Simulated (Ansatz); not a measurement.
# SiOF+ (triplet): from Hartree-Fock to the top rungs, cc-pVDZ

One table from this session's results is given with a row withheld; the runs are named, their logs left out.

Program: Ansatz 0.2.0, Gaussian basis. Level of theory: cc-pVDZ, core rule «outside noble gas», up to 7 orbitals frozen. These are calculated values, not measurements.

Plan: UHF; CCSD(T) on ROHF; CCSD(T) on UHF; BCCD(T) on ROHF; CISD; CCSDT(Q) on ROHF; CCSDT(Q) on UHF; CASSCF and MRCISD+Q, 14 electrons in 11 orbitals; CASSCF and NEVPT2, 14 electrons in 11 orbitals.

32 further runs of the same task are left out: 12 for a known fault of the program, 7 that didn't finish, 13 set aside as unsound or not needed.

### The system

The geometry is a PBE0/def2-TZVP stationary point (not a proven minimum) of the parent state, kept for this charge and spin.

3 atoms, charge 1, spin multiplicity 3.

Atoms are counted from 1 here; the program's logs count them from 0.

Bond lengths: F1–Si3 1.602 Å, O2–Si3 1.725 Å. Angles: F1–Si3–O2 115.7°.

As a file:

```xyz
3
FOSi
F     0.0000    0.3903    1.3102
O     0.0000    0.3975   -1.5067
Si    0.0000   -0.4905   -0.0280
```

The first run:

in.yaml reads:

```yaml
crystal:
  periodic: [false, false, false]
  atoms:
    - {symbol: F, position_ang: [0.000000, 0.390347, 1.310206]}
    - {symbol: O, position_ang: [0.000000, 0.397529, -1.506653]}
    - {symbol: Si, position_ang: [0.000000, -0.490510, -0.027996]}
basis:
  gaussian: {orbitals: cc-pVDZ}
total_charge: 1
magnetization: {spin_polarized: true, initial_magnetization: 2}
hamiltonian: {xc: hf}
output: {orbitals: {seedname: orbitals}}
```

The run is started by

```
> ansatz run in.yaml --threads 1 --pin off --events-out ev --progress --plain --max-ram 2393MiB
```

Steps of the session up to this table: UHF; CCSD(T) on ROHF; CCSD(T) on UHF; BCCD(T) on ROHF; CISD; CCSDT(Q) on ROHF; CCSDT(Q) on UHF; CASSCF and MRCISD+Q, 14 electrons in 11 orbitals; CASSCF and NEVPT2, 14 electrons in 11 orbitals.

One table of the session follows, with a row left open; its other results are not shown here.

| method | from UCCSDT(Q) (kcal/mol) |
| --- | --- |
| ROHF | ? |
| UHF | +263.21 |
| RMP2 | +19.22 |
| UMP2 | +19.52 |
| CISD | +30.99 |
| RCCSD | +8.61 |
| UCCSD | +8.40 |
| RCCSD(T) | +1.74 |
| UCCSD(T) | +1.75 |
| BCCD(T) | +1.66 |
| RCCSDT | +0.88 |
| UCCSDT | +0.85 |
| RCCSDT(Q) | +0.25 |
| UCCSDT(Q) | 0 |
| CASSCF valence | +209.00 |
| NEVPT2 valence | +26.73 |
| MRCISD valence | +17.28 |
| MRCISD+Q valence | +3.42 |

Estimate the missing values for ROHF.

**Answer.** from UCCSDT(Q) (kcal/mol): +268.22. In the column «from UCCSDT(Q) (kcal/mol)» it is the highest.

To keep in mind: Restricted and unrestricted rows rest on different reference determinants; where their highest levels disagree by more than a few hundredths of an eV, they describe different states and don't form one ladder.
